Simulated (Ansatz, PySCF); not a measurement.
This PySCF input computes a B3LYP/def2-TZVPD energy:

```python
from pyscf import gto, scf, dft

mol = gto.M(
    atom='''
    C     0.00000000    0.00000000    0.00000000
    H    -0.91735784   -0.13145752   -0.63016769
    H     0.19015165    1.06908770   -0.27718520
    H    -0.34859334   -0.62708691    0.86091956
    H     1.07579953   -0.31054327    0.04643333
    ''',
    basis='def2-tzvpd',
    charge=1,
    spin=1,
    verbose=4,
)

mf = dft.UKS(mol, xc='b3lyp').density_fit(auxbasis='def2-universal-jkfit')
mf.grids.level = 3
mf.conv_tol = 1e-9
mf.max_cycle = 100
mf.max_memory = 1500
mf.kernel()
if not mf.converged:
    mf = mf.newton()
    mf.kernel(mf.make_rdm1())
for _ in range(2):
    mo, _, stable, _ = mf.stability(return_status=True)
    if stable:
        break
    mf.kernel(mf.make_rdm1(mo, mf.mo_occ))
mf.analyze()
```

Q: Write an input for the same energy in Ansatz (a first-principles code) and say what it gives.

A: 
Ansatz 0.2 input:
```yaml
crystal:
  periodic: [false, false, false]
  atoms:
    - {symbol: C, position_ang: [0.00000000, 0.00000000, 0.00000000]}
    - {symbol: H, position_ang: [-0.91735784, -0.13145752, -0.63016769]}
    - {symbol: H, position_ang: [0.19015165, 1.06908770, -0.27718520]}
    - {symbol: H, position_ang: [-0.34859334, -0.62708691, 0.86091956]}
    - {symbol: H, position_ang: [1.07579953, -0.31054327, 0.04643333]}
basis:
  gaussian:
    orbitals: def2-TZVPD
hamiltonian:
  xc: {name: B3LYP}
total_charge: 1
magnetization: {spin_polarized: true, initial_magnetization: 1}
output: {forces: true}
```
It gives -40.07109 Eh, and PySCF -40.07115 Eh, a difference of 0.06 mEh, from the treatment of integrals and grids.
